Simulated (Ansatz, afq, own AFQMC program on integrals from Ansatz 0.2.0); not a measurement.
CH$_{2}$N, quartet → CH2N, doublet

```yaml
atoms:
  - { symbol: N, position_ang: [0.0000, 0.0000, 0.5481] }
  - { symbol: C, position_ang: [0.0000, 0.0000, -0.8171] }
  - { symbol: H, position_ang: [0.0000, 0.8633, 1.0602] }
  - { symbol: H, position_ang: [0.0000, -0.8633, 1.0602] }
```

Connectivity, by distances: NH2–C.

E(doublet, charge +0) − E(quartet, charge +0) at this geometry, on UHF and UHF determinants.

Basis cc-pVDZ. Noble-gas cores (and the filled d shells of Ga–Kr and In–Xe) are frozen. AFQMC by an in-house program on the Cholesky factors that Ansatz 0.2.0 writes for its CCSD(T) run. The CISD trial takes its coefficients from CCSD amplitudes. Released means that phaseless walkers are propagated on without the constraint, phases kept. Uncertainties: one standard error, sampling alone. The errors of all members are added in quadrature.

No full CI on the walks' own integrals is used here; CCSDT(Q) serves as the reference and is uncertain by about the last step of the cluster series. Each member takes its own surest rung, up to full CI.

The best estimate is CCSD(T) at the basis-set limit (CBS: def2-TZVPP and def2-QZVPP, with their diffuse functions for anions and beside diffuse sets, CCSD(T) itself extrapolated) plus the step from CCSD(T) to CCSDT(Q) in cc-pVDZ. Rows without CBS are in cc-pVDZ, the functionals in def2-TZVP; B2PLYP and the wave-function rows carry a basis error of their own. Core correlation and relativity beyond core potentials are missing, and ± holds the sampling alone.

Cautions: CH₂N (quartet): another spin lies lower, the released energies are still falling, so no released level is given (meV from the phaseless value at times in 1/Eh: -1.0 ± 1.2 at 0.24, -3.5 ± 2.1 at 0.51, -5.3 ± 2.0 at 0.99, -9 ± 3 at 1.62, 54 ± 71 at 2.40), though the last usable value meets CCSDT(Q) within the noise.

```tsv
level	vertical spin gap (eV)
PBE	-3.677
CCSD	-3.556
PBE0	-3.506
```

**Question.** From these cheaper values, estimate the vertical spin gap at the level of the best estimate.

**Answer.** -3.703 eV (best estimate, highest rung CCSDT(Q)).

```json
{"level": "HF", "vertical spin gap (eV)": "-2.505", "error against the best estimate (eV)": "1.197"}
{"level": "MP2", "vertical spin gap (eV)": "-3.431", "error against the best estimate (eV)": "0.272"}
{"level": "CCSD(T)", "vertical spin gap (eV)": "-3.647", "error against the best estimate (eV)": "0.056"}
{"level": "CCSDT", "vertical spin gap (eV)": "-3.656", "error against the best estimate (eV)": "0.047"}
{"level": "CCSDT(Q)", "vertical spin gap (eV)": "-3.662", "error against the best estimate (eV)": "0.041"}
{"level": "ph-AFQMC/CISD", "vertical spin gap (eV)": "-3.659 ± 0.006", "error against the best estimate (eV)": "0.044 ± 0.006"}
{"level": "HF/CBS", "vertical spin gap (eV)": "-2.436", "error against the best estimate (eV)": "1.267"}
{"level": "MP2/CBS", "vertical spin gap (eV)": "-3.529", "error against the best estimate (eV)": "0.174"}
{"level": "CCSD(T)/CBS", "vertical spin gap (eV)": "-3.688", "error against the best estimate (eV)": "0.015"}
{"level": "r2SCAN", "vertical spin gap (eV)": "-3.329", "error against the best estimate (eV)": "0.374"}
{"level": "B3LYP", "vertical spin gap (eV)": "-3.827", "error against the best estimate (eV)": "-0.124"}
{"level": "wB97M-V", "vertical spin gap (eV)": "-3.869", "error against the best estimate (eV)": "-0.166"}
{"level": "B2PLYP", "vertical spin gap (eV)": "-3.791", "error against the best estimate (eV)": "-0.088"}
```

Correlation beyond CCSD(T) takes off 0.015 eV. Going to the basis-set limit takes off 0.041 eV at CCSD(T). The perturbative (T) step is worth −0.091 eV. The functionals spread over 0.541 eV; PBE comes nearest and r2SCAN is 0.374 eV too high.

Best estimates are given only where the step beyond CCSD(T) is under 0.3 eV and no member's determinant is very poor (T1 over 0.05, or 0.07 for open shells, ⟨S²⟩ too high by 0.3, two states mixed), so the hardest cases are missing from such tables.

The functionals ran in a triple-zeta set and keep a basis error of their own, a few kJ/mol for each bond in atomization energies and more for double hybrids, so close places among them and the extrapolated levels can swap.

CCSDT and higher add their correlation energy to the determinant of the CCSD(T) run, since their own runs factorise the integrals more tightly (a shift of under 2 meV). Each member of a difference takes its own highest rung, so a best estimate needn't equal the limit plus the step of one row. A walk keeps the symmetry of its determinant, which the program's search chose and which needn't be the lowest solution, so a lower state of the same spin and another symmetry isn't excluded.
